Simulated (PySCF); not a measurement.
## Bond length, frequency and bond energy of Si₂⁺ by level of theory

State: ⁴Σg⁻ (quartet), unpaired electrons σ ↑, π ↑↑. Set-up: basis Si cc-pV(D+d)Z; no relativity; PySCF 2.14. De refers to Si⁺ + Si in their high-spin ground configurations, without counterpoise correction. The functionals are run spin-unrestricted.

| Level | Re (Å) | ωe (cm⁻¹) | De (eV) |
| --- | --- | --- | --- |
| UHF | 2.257 | 506 | 2.18 |
| UHF-MP2 | 2.280 | 486 | 3.13 |
| UHF-SCS-MP2 | 2.261 | 513 | 2.85 |
| UHF-CCSD | 2.291 | 472 | 2.93 |
| UHF-CCSD(T) | 2.300 | 461 | 3.11 |
| PBE | 2.305 | 442 | 3.88 |
| BP86 | 2.312 | 434 | 3.79 |
| r²SCAN | 2.285 | 464 | 3.75 |
| PBE0 | 2.275 | 474 | 3.61 |
| B97-3 | 2.284 | 465 | 3.48 |
| M06 | 2.282 | 466 | 3.75 |
| ωB97X | 2.243 | 513 | 3.30 |

Which functional lies closest to UHF-CCSD(T) in De, which farthest, and by how much do they differ from it?

Closest is ωB97X (-5.7 pm in Re, +11.3 % in ωe, +0.19 eV in De against UHF-CCSD(T) in the same basis), farthest PBE (+0.5 pm in Re, -4.1 % in ωe, +0.77 eV in De). CCSD(T) converges more slowly with the basis than the functionals do and binds too weakly in this one, so the order can change at the basis-set limit.

What does second-order correlation do here, going from UHF to UHF-MP2?

UHF-MP2 less UHF: +2.3 pm in Re, -4.0 % in ωe, +0.95 eV in De. Correlation nearly always deepens the well. The bond lengthens, as in strong covalent bonds, where excitations into antibonding orbitals dominate.

What does the triples do here, going from UHF-CCSD to UHF-CCSD(T)?

UHF-CCSD(T) less UHF-CCSD: +0.9 pm in Re, -2.3 % in ωe, +0.18 eV in De. Correlation nearly always deepens the well. The bond lengthens, as in strong covalent bonds, where excitations into antibonding orbitals dominate.

Correlated steps freeze 10 core orbitals. Correlated levels converge slowly with the basis: in double zeta they bind strong bonds too weakly, by up to about 1 eV, and carry superposition errors of some tenths. The state was picked by a PBE0 search and need not be the measured ground state.

The whole job (state search and all levels along the bond) took about 1.5 min on 1 thread of Arm Neoverse V1 (shared host), peak memory 0.51 GiB.
